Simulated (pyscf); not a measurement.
Multi-bond step: HO–Si(OH)(OH)–F (SMILES O[Si](O)(O)F) + HF (SMILES F) + H₂O (SMILES O) → HO–Si(OH)(F)–F (SMILES O[Si](O)(F)F) + H₂O (SMILES O) + H₂O (SMILES O)

Gas phase, singlet surface, charge 0. Bonds broken: Si2–O5, H9–F10, H11–O12. Bonds formed: Si2–F10, O5–H11, H9–O12. PySCF, gas phase, ωB97X-D3(BJ)/def2-SVP geometries.

Transition state (Å):

```xyz
13

O      0.8483    -0.8573    -0.6547
Si    -0.6697    -0.3563    -0.1951
O     -1.3921    -0.4915    -1.7171
F     -1.5946    -1.3757     0.6769
O     -1.2642     1.2831    -0.0868
H      1.4681    -0.8789     0.0816
H     -0.9445    -1.1208    -2.2903
H     -1.7977     1.4465    -0.8770
H     -0.4302     1.0723     2.0731
F      0.1391     0.1060     1.4533
H     -1.3298     1.8808     1.1508
O     -1.0451     1.9727     2.1882
H     -0.4385     2.7239     2.2552
```

One imaginary mode, 372i cm⁻¹; descent along it reached the two sides named, in the forms told below.

```tsv
bond	change	reactant side (Å)	saddle	product side
Si2–O5	breaks	1.665	1.747	2.036
H9–F10	breaks	0.973	1.281	1.944
H11–O12	breaks	0.980	1.080	1.686
Si2–F10	forms	3.5	1.893	1.660
O5–H11	forms	1.793	1.376	0.993
H9–O12	forms	1.532	1.096	0.972
```

Electronic energies relative to the separated reactants (eV):

| level | barrier | reaction energy | reverse barrier |
|---|---|---|---|
| ωB97X-D3(BJ)/def2-TZVP | -0.25 | -0.38 | 0.13 |
| PBE/def2-TZVP | -0.41 | -0.41 | 0.00 |
| r²SCAN/def2-TZVP | -0.48 | -0.42 | -0.06 |
| B3LYP-D3(BJ)/def2-TZVP | -0.27 | -0.40 | 0.13 |
| PBE0-D3(BJ)/def2-TZVP | -0.38 | -0.38 | -0.01 |
| M06-2X/def2-TZVP | -0.38 | -0.37 | -0.01 |
| ωB97M-D3(BJ)/def2-TZVP | -0.27 | -0.40 | 0.13 |
| HF/def2-TZVP | 0.71 | -0.43 | 1.14 |

With ωB97M-D3(BJ)/def2-TZVP energies and thermal terms (ideal gas, 1 atm, RRHO with modes under 100 cm⁻¹ raised to 100, one conformer, R ln 2 for rigid chiral ones), in eV:

| T (K) | ΔH‡ | ΔG‡ | ΔH | ΔG |
|---|---|---|---|---|
| 298 | -0.19 | 0.80 | -0.38 | -0.41 |
| 600 | -0.22 | 1.81 | -0.40 | -0.44 |
| 900 | -0.18 | 2.82 | -0.42 | -0.45 |
| 1200 | -0.12 | 3.82 | -0.44 | -0.46 |

On the reactant side the descent ends in a bound adduct (not fully relaxed), 0.99 eV under the separated species and 0.74 eV under the saddle at ωB97X-D3(BJ)/def2-TZVP. On the product side the descent ends in an adduct with a O–Si contact, 0.45 eV under the separated species and 0.59 eV under the saddle at ωB97X-D3(BJ)/def2-TZVP. At ωB97X-D3(BJ), PBE, r²SCAN, B3LYP-D3(BJ), PBE0-D3(BJ), M06-2X, ωB97M-D3(BJ) the saddle lies under the separated reactants, which points to a path from their complex (located at ωB97X-D3(BJ) alone). At r²SCAN, PBE0-D3(BJ), M06-2X the saddle lies under the separated products, which points to a path from their complex (located at ωB97X-D3(BJ) alone). What is counted as broken (O–Si) persists as a longer contact in the product adduct; parting that adduct is a step of its own. One saddle was located; it need not be the lowest between these sides.
